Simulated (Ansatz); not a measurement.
## C₃H₄FN, SMILES NC1(F)C=C1: a rigid torsion scan, step by step

Computed with Ansatz 0.2.0, Python API.

Typed at the interpreter:
```pycon
>>> import ansatz as az
>>> from ase import Atoms
>>> atoms = Atoms(["N", "C", "F", "C", "C", "H", "H", "H", "H"], positions=[
...     (-0.3627, 0.8406, -0.9386),
...     (0.1523, -0.2197, -0.2166),
...     (0.8175, -1.1494, -0.9706),
...     (-0.4427, -0.6631, 0.95),
...     (0.5828, -0.0017, 1.1079),
...     (-1.0259, 0.5268, -1.6715),
...     (0.3638, 1.3566, -1.4528),
...     (-1.3003, -1.1848, 1.3564),
...     (1.3039, 0.4483, 1.8186),
... ])
>>> # relax first, so that the scan starts from a minimum
>>> first = az.Crystal.molecule_from_ase(atoms).calculation()
>>> first = first.basis(gaussian="def2-SVP").functional("B3LYP")
>>> first = first.accuracy("medium").scf(lower_state_search="light")
>>> first = first.relax(force_tolerance=0.02, max_steps=80)
>>> atoms.positions = first.run(threads=1).report["positions_ang"]

>>> start = atoms.get_dihedral(2, 1, 0, 5)
>>> energies = {}
>>> for turn in range(0, 360, 40):
...     turned = atoms.copy()
...     turned.set_dihedral(2, 1, 0, 5, start + turn, indices=[0, 5, 6])
...     setup = (
...         az.Crystal.molecule_from_ase(turned).calculation()
...         .basis(gaussian="def2-SVP")
...         .functional("B3LYP")
...         .accuracy("medium")
...         .scf(lower_state_search="light")
...     )
...     energies[round((start + turn) % 360)] = setup.run(threads=1).report["free_energy_ev"]
...
>>> floor = min(energies.values())
>>> print("dihedral F2-C1-N0-H5 (deg)   E - E(min) (kcal/mol)")
dihedral F2-C1-N0-H5 (deg)   E - E(min) (kcal/mol)
>>> for angle, e in sorted(energies.items()):
...     print(f"{angle:8d} {23.060548 * (e - floor):14.3f}  " + "#" * int(30 * (e - floor) / max(max(energies.values()) - floor, 1e-9)))
...
      18          2.221  #############
      58          0.000
      98          2.208  #############
     138          4.483  ##########################
     178          4.218  #########################
     218          4.967  #############################
     258          4.981  ##############################
     298          4.237  #########################
     338          4.494  ###########################
```

Notes:
- These settings explore the input space; basis and method may be short of convergence.
- The scan is rigid and the energies are electronic, in a modest basis. With rigid groups the curve can differ much from the relaxed path, the start wasn't checked as a minimum of this torsion, and equivalent turns needn't return to the same energy.
- b3lyp holds the VWN-RPA fit, as in Gaussian; the form of ORCA and Turbomole is b3lyp5.
- Wall time of the script: 26 s on 1 thread of AMD EPYC 9R14 (Zen 4) (shared host), peak memory 0.26 GiB.

(Lines on the test bed's own set-up are left out of the output.)
